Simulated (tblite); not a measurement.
Compound: 2,3-dihydrothiophene, C₄H₆S.
Atom-mapped SMILES: `[CH:1]1=[CH:2][S:3][CH2:4][CH2:5]1` (hydrogens: H6 on C1; H7 on C2; H8, H9 on C4; H10, H11 on C5)

Computed with GFN2-xTB (tblite), gas phase: Langevin dynamics at 300 K from the optimised GFN2-xTB geometry, time step 0.5 fs, friction 0.01 fs⁻¹, 2000 steps.

Start geometry:
```
atom  x, y, z in Å
C1      1.052   -0.504    0.076
C2      1.308    0.579   -0.640
S3     -0.083    1.567   -1.015
C4     -1.172    0.522    0.033
C5     -0.388   -0.734    0.424
H6      1.801   -1.215    0.380
H7      2.259    0.911   -1.014
H8     -1.442    1.123    0.901
H9     -2.071    0.301   -0.537
H10    -0.756   -1.607   -0.124
H11    -0.504   -0.942    1.490
```

The statistics below take the 31 frames saved every 25 fs from 250 to 1000 fs; their kinetic temperature (all 3N coordinates) averages 323 K.

Question: Give the mean, spread and extremes of the bond lengths.

Answer: 
```
  bond  start (Å)  mean (Å)  standard deviation (Å)  shortest (Å)  longest (Å)
 C1=C2      1.324     1.329                   0.019         1.280        1.364
 C2–S3      1.748     1.756                   0.032         1.683        1.835
 S3–C4      1.837     1.838                   0.035         1.765        1.908
 C4–C5      1.531     1.541                   0.032         1.466        1.616
 C1–C5      1.499     1.498                   0.030         1.439        1.558
 C1–H6      1.076     1.084                   0.033         1.026        1.149
 C2–H7      1.073     1.076                   0.023         1.031        1.136
 C4–H8      1.090     1.092                   0.023         1.048        1.135
 C4–H9      1.088     1.097                   0.034         1.045        1.153
C5–H10      1.095     1.093                   0.026         1.036        1.137
C5–H11      1.092     1.099                   0.019         1.065        1.140
```

Question: Give the same statistics for bond angles, one of each kind.

Answer: 
| angle | start (°) | mean (°) | standard deviation (°) | smallest (°) | largest (°) |
| --- | --- | --- | --- | --- | --- |
| C2–C1–C5 | 115.9 | 115.8 | 2.8 | 110.7 | 121.7 |
| C2–C1–H6 | 124.0 | 123.6 | 3.5 | 117.7 | 129.6 |
| C5–C1–H6 | 120.1 | 119.7 | 3.9 | 110.3 | 130.9 |
| C1–C2–S3 | 115.1 | 114.5 | 2.5 | 108.0 | 119.8 |
| C1–C2–H7 | 127.8 | 127.9 | 4.3 | 119.2 | 136.6 |
| S3–C2–H7 | 117.1 | 117.0 | 3.9 | 108.7 | 127.8 |
| C2–S3–C4 | 91.6 | 91.3 | 2.4 | 86.2 | 95.5 |
| S3–C4–C5 | 108.0 | 107.3 | 3.2 | 99.2 | 112.9 |
| S3–C4–H8 | 106.8 | 107.6 | 3.1 | 101.9 | 112.9 |
| C5–C4–H8 | 112.0 | 111.4 | 4.7 | 102.2 | 125.0 |
| C5–C4–H9 | 113.0 | 113.2 | 4.0 | 104.4 | 120.2 |
| H8–C4–H9 | 109.0 | 108.6 | 3.3 | 100.7 | 113.9 |
| C4–C5–H10 | 110.8 | 109.1 | 4.4 | 101.5 | 118.6 |
| C1–C5–C4 | 107.8 | 107.3 | 3.3 | 100.8 | 113.6 |

Question: How far does each atom move about its mean position (frames aligned on the start, all atoms weighted alike), and what rms force does it feel?

Answer: 
| atom | rms displacement (Å) | rms force (eV/Å) |
| --- | --- | --- |
| C1 | 0.10 | 1.85 |
| C2 | 0.07 | 1.77 |
| S3 | 0.23 | 1.14 |
| C4 | 0.05 | 1.77 |
| C5 | 0.07 | 1.75 |
| H6 | 0.23 | 1.11 |
| H7 | 0.11 | 0.80 |
| H8 | 0.22 | 0.81 |
| H9 | 0.21 | 1.11 |
| H10 | 0.21 | 0.97 |
| H11 | 0.19 | 0.77 |

The displacements run from 0.05 to 0.23 Å.

Question: How widely does the potential energy scatter, against a harmonic estimate?

Answer: Mean 0.33 eV above the start, standard deviation 0.097 eV, range 0.12 to 0.58 eV. For 27 classical harmonic modes at 300 K the canonical values are 27kT/2 = 0.35 eV and kT·√(27/2) = 0.095 eV.

The run is classical and short, so these are rough statistics of one trajectory.

The cost below is that of the whole dynamics run. The run took 6.8 s of wall time on one thread of an Arm Neoverse V1, no GPU (shared host), and the process peaked at 0.18 GiB of memory.
